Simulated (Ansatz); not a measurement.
**Voigt–Reuss–Hill shear modulus of CaB6-type LaB₆ at several levels of theory**

No measured value is used here.

```
level (code)     value (GPa)  cell (Å³/atom)
---------------  -----------  --------------
LDA (Ansatz)             141            9.83
PBE (Ansatz)             [?]           10.25
PBEsol (Ansatz)          133           10.06
r²SCAN (Ansatz)          140           10.23
```

### Question
What belongs in the gaps?

### Answer

- PBE (Ansatz, a quantum-chemistry and plane-wave program), value (GPa): 129

Each level is taken at its own relaxed cell. Cutoffs differ between the levels. Ansatz's density-functional and Hartree–Fock values are scalar-relativistic unless marked +SOC, with PAW data made under PBE.
